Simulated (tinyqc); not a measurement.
Worked calculation: extended Hueckel theory, for LiH-. The parameters take no account of the charge, which enters only through the electron count, and nothing here shows that the anion is bound. One step of it, computed by the program tinyqc.

Question. Mulliken analysis. P = C n C^T; charge = valence electrons (Li 1, H 1) minus the sum of (P S)_ii on the atom; overlap population = 2 sum P_ij S_ij between two atoms.

coefficients, order 1Li 2s, 1Li 2px, 1Li 2py, 1Li 2pz, 2H 1s:
```
[[0.163872, 0.849820, 0.000000, 0.000000, 0.639830],
 [0.000000, 0.000000, 0.947160, -0.320763, 0.000000],
 [0.000000, 0.000000, 0.320763, 0.947160, 0.000000],
 [0.114619, -0.523122, 0.000000, 0.000000, 1.009417],
 [0.879267, -0.116603, 0.000000, 0.000000, -0.823067]]
```

occupations: [2.000000, 1.000000, 0.000000, 0.000000, 0.000000]

overlap S, order 1Li 2s, 1Li 2px, 1Li 2py, 1Li 2pz, 2H 1s:
```
[[1.000000, 0.000000, 0.000000, 0.000000, 0.328947],
 [0.000000, 1.000000, 0.000000, 0.000000, 0.000000],
 [0.000000, 0.000000, 1.000000, 0.000000, 0.000000],
 [0.000000, 0.000000, 0.000000, 1.000000, 0.456948],
 [0.328947, 0.000000, 0.000000, 0.456948, 1.000000]]
```

Give: charges; Overlap populations.

Answer.

charges: [-0.2580, -0.7420]

Overlap populations:
```
pair     value
2-1   0.364349
```
